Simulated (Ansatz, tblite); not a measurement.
# The cluster LaCl3: one state, many levels

How do method and basis change the picture of the cluster LaCl3 (singlet)?

Method: as each input shows; program: Ansatz 0.2.0, Gaussian basis.

Levels to be run: GFN1-xTB, GFN2-xTB, PBE-D4/def2-TZVP, r2SCAN-D4/def2-TZVP, r2SCANh-D4/def2-TZVP, r2SCAN0-D4/def2-TZVP, ωB97M-V/def2-TZVP, ωB97X-V/def2-TZVP, BLYP-D4/def2-TZVP, PBE-D4/def2-SVP, PBE0-D4/def2-SVP, PBE0-D4/def2-TZVPD, PBE-D4/def2-TZVPD, r2SCAN-D4/def2-TZVPD, CCSD(T)/def2-TZVPP, MP2/def2-TZVP, RPA/def2-TZVP.

1 further run of the same task is left out (set aside as unsound or not needed). Runs told in other sessions of the task aren't counted.

**1. The structure**

The geometry is that of the singlet, from an earlier relaxation (PBE0-D4/def2-SVP). At that level it is the lowest of the isomers that a small search found.

4 atoms, charge 0, spin multiplicity 1.

Bond lengths: La1–Cl2 2.602 Å, La1–Cl3 2.602 Å, La1–Cl4 2.602 Å. Angles: Cl2–La1–Cl3 118.0°, Cl2–La1–Cl4 118.0°, Cl3–La1–Cl4 118.0°.

La takes a core potential in the def2 sets. No spin-orbit coupling is included.

PBE0-D4/def2-TZVP was run before; its log isn't repeated, and its numbers join the tables.

**2. GFN1-xTB**

Tight binding, by tblite at 300 K electronic temperature and without a spin-polarisation term:

```python
tblite.interface.Calculator('GFN1-xTB', numbers, positions, charge=0, uhf=0).singlepoint()
```

Energy -371.9474 eV, HOMO -13.15 eV, LUMO -11.58 eV; 0.005 s.

**3. GFN2-xTB**

Tight binding, by tblite at 300 K electronic temperature and without a spin-polarisation term:

```python
tblite.interface.Calculator('GFN2-xTB', numbers, positions, charge=0, uhf=0).singlepoint()
```

Energy -408.5452 eV, HOMO -12.07 eV, LUMO -10.86 eV; 0.005 s.

**4. PBE-D4/def2-TZVP**

start.molden holds the orbitals of an earlier run on this state, given as this run's starting guess.

in.yaml reads:

```yaml
crystal:
  periodic: [false, false, false]
  atoms:
    - {symbol: La, position_ang: [0.104395, -0.249587, 0.072821]}
    - {symbol: Cl, position_ang: [2.263181, 1.166821, 0.391980]}
    - {symbol: Cl, position_ang: [-1.748700, -0.077332, 1.890720]}
    - {symbol: Cl, position_ang: [-0.618865, -0.839902, -2.355521]}
basis:
  gaussian: {orbitals: def2-TZVP, initial_orbitals: start.molden}
hamiltonian: {xc: pbe, dispersion: d4}
scf: {omitted_lower_state_checks: [starts]}
output: {orbitals: {seedname: orbitals}}
```

Run with:

```console
$ ansatz run in.yaml --threads 4 --pin off --events-out ev --progress --plain --max-ram 3916MiB
```

After this run come: r2SCAN-D4/def2-TZVP; r2SCANh-D4/def2-TZVP; r2SCAN0-D4/def2-TZVP; ωB97M-V/def2-TZVP; ωB97X-V/def2-TZVP; BLYP-D4/def2-TZVP; PBE-D4/def2-SVP; PBE0-D4/def2-SVP; PBE0-D4/def2-TZVPD; PBE-D4/def2-TZVPD; r2SCAN-D4/def2-TZVPD; CCSD(T)/def2-TZVPP; MP2/def2-TZVP; RPA/def2-TZVP.

**Question.** What will the summary of the whole plan be? Wanted: gap in def2-TZVP, named functionals, smallest and largest; correlation energy, CCSD(T)/def2-TZVPP; correlation energy, MP2/def2-TZVP; PBE0 total energy, smallest basis above largest.

**Answer**, as computed:

```
                                                 quantity                                  value
gap in def2-TZVP, named functionals, smallest and largest  3.87 eV (BLYP-D4), 10.19 eV (ωB97X-V)
                   correlation energy, CCSD(T)/def2-TZVPP                              -23.93 eV
                        correlation energy, MP2/def2-TZVP                              -20.63 eV
          PBE0 total energy, smallest basis above largest        12.74 eV (def2-SVP, def2-TZVPD)
```

In words: Orbital gaps of the named functionals in def2-TZVP span 3.87 eV (BLYP-D4) to 10.19 eV (ωB97X-V); exact exchange widens it.
